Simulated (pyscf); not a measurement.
Elementary routes open to HN=SiH–NH₂ (SMILES N=[SiH]N) + H₂ (SMILES [H][H]) in the gas phase (singlet surface):
A. H₂N–SiH₂–NH₂ (SMILES N[SiH2]N) (H–H broken; H–N, H–Si formed)
B. HN=SiH₂ (SMILES N=[SiH2]) + NH₃ (SMILES N) (N–Si, H–H broken; H–Si, H–N formed)

PySCF, gas phase, ωB97X-D3(BJ)/def2-SVP geometries.

Task: Rank the routes by free-energy barrier at 600 K, lowest first, for ωB97M-D3(BJ)/def2-TZVP energies (ideal gas, 1 atm, RRHO with modes under 100 cm⁻¹ raised to 100, one conformer, R ln 2 for chiral ones without a mode under 150 cm⁻¹).

Result: A (38.6 kcal/mol), B (52.1 kcal/mol)

Route A is the fastest of these, ahead of the next by 13.5 kcal/mol. The most stable products are those of A (ΔG = -30.1 kcal/mol), so kinetics and thermodynamics agree. At 1200 K A is still the fastest. B: On the product side the descent ends in an adduct with a N–Si contact (not fully relaxed), 22.4 kcal/mol under the separated species and 38.9 kcal/mol under the saddle at ωB97X-D3(BJ)/def2-TZVP. Only these routes are compared; each barrier is that of the saddle found, and lower ones may exist.
